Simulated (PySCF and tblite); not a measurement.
Results of a calculation; reference values are marked as such.
Molecule: C3H7N3, numbered as in [NH2:1][CH2:2][C@H:3]1[CH:4]=[N:5][NH:6]1; H are named by their carrier, a and b as at the first point (Å):

```
N1       1.982   -0.178   -0.360
C2       0.638    0.137   -0.789
C3      -0.359    0.399    0.347
C4      -1.798    0.488   -0.021
N5      -2.113   -0.622    0.548
N6      -0.806   -0.821    1.101
H1a      2.384    0.592    0.164
H1b      1.991   -0.998    0.237
H2a      0.680    1.029   -1.420
H2b      0.276   -0.696   -1.403
H3       0.021    1.169    1.026
H4      -2.422    1.189   -0.539
H6      -0.442   -1.667    0.664
```

The mean out-of-plane torsion at N6 (0° is planar) is held and the rest relaxed at GFN2-xTB. Energies: PBE0/pcSseg-1 + D3(BJ), IEF-PCM cyclohexane. Couplings: B3LYP/6-31G* with H pcJ-1 N pcJ-1, gas phase, for ¹H, ¹⁵N. Programs: tblite and PySCF.

Question: How do the most sensitive couplings change along the out-of-plane angle?

Answer: 
```json
{"out-of-plane angle °": "-45", "¹J(N6,H6)": "-60.3", "⁴J(H4,H6)": "-3.0", "³J(N6,H4)": "-3.2", "²J(N5,H6)": "-0.1", "³J(N6,H2a)": "-1.5", "³J(H3,H6)": "1.4", "²J(N6,H3)": "-2.5", "²J(N5,H4)": "-7.0", "¹J(N5,N6)": "-11.5"}
{"out-of-plane angle °": "-27", "¹J(N6,H6)": "-92.6", "⁴J(H4,H6)": "4.9", "³J(N6,H4)": "-7.0", "²J(N5,H6)": "-4.4", "³J(N6,H2a)": "-3.2", "³J(H3,H6)": "-0.8", "²J(N6,H3)": "-0.6", "²J(N5,H4)": "-7.7", "¹J(N5,N6)": "-12.8"}
{"out-of-plane angle °": "0", "¹J(N6,H6)": "-117.4", "⁴J(H4,H6)": "11.1", "³J(N6,H4)": "-10.9", "²J(N5,H6)": "-7.7", "³J(N6,H2a)": "-6.0", "³J(H3,H6)": "-1.2", "²J(N6,H3)": "1.2", "²J(N5,H4)": "-8.5", "¹J(N5,N6)": "-11.8"}
{"out-of-plane angle °": "27", "¹J(N6,H6)": "-91.8", "⁴J(H4,H6)": "4.3", "³J(N6,H4)": "-6.9", "²J(N5,H6)": "-4.4", "³J(N6,H2a)": "-7.3", "³J(H3,H6)": "1.4", "²J(N6,H3)": "0.7", "²J(N5,H4)": "-7.7", "¹J(N5,N6)": "-12.7"}
{"out-of-plane angle °": "45", "¹J(N6,H6)": "-60.9", "⁴J(H4,H6)": "-3.2", "³J(N6,H4)": "-3.3", "²J(N5,H6)": "-0.3", "³J(N6,H2a)": "-5.8", "³J(H3,H6)": "3.7", "²J(N6,H3)": "-0.6", "²J(N5,H4)": "-7.1", "¹J(N5,N6)": "-11.4"}
```
Values in Hz.

Question: Set ³J(H3,H6) against its H–C–N–H torsion.

Answer: -133°: 1.4 Hz, -105°: -0.8 Hz, -66°: -1.2 Hz, -26°: 1.4 Hz, 4°: 3.7 Hz.
